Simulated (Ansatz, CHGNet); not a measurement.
Elastic constant C11 (GPa) of solids drawn from the class of oxides, at two levels: the machine-learned potential CHGNet 0.3.0 (trained on PBE and PBE+U data), and r²SCAN (plane waves, PAW; Ansatz, a first-principles code).

```csv
solid,CHGNet 0.3.0,r²SCAN
cubic perovskite BaZrO3,278,319
stishovite (SiO2),289,452
anatase TiO2 (metastable phase),271,?
cubic perovskite KTaO3,394,462
rock-salt MgO,213,310
A-type hexagonal La2O3,164,212
rock-salt SrO,130,183
rock-salt CaO,191,231
rutile SnO2,170,254
corundum Ga2O3 (metastable phase),303,412
```

### Question
Estimate the withheld r²SCAN value from the other rows.

### Answer
One way: carry over the typical ratio. The ratios r²SCAN / CHGNet 0.3.0 of the other rows, in order: 1.147, 1.173, 1.209, 1.293, 1.360, 1.408, 1.455, 1.494, 1.564; median 1.360. Anatase TiO2 (metastable phase): 271 × 1.360 = 369 GPa; the run gives 364 GPa. The ratios spread from 1.147 to 1.564, so such an estimate is rough.

Over all 10 rows r²SCAN is the larger in 10.

Ansatz's runs of these crystals have no spin polarisation.

Spin–orbit coupling is left out, also for the solids with elements from indium on (cubic perovskite BaZrO3, cubic perovskite KTaO3, A-type hexagonal La2O3, rutile SnO2); its size isn't shown.

Each level is taken at its own relaxed cell. Ansatz's density-functional and Hartree–Fock values are scalar-relativistic unless marked +SOC, with PAW data made under PBE.
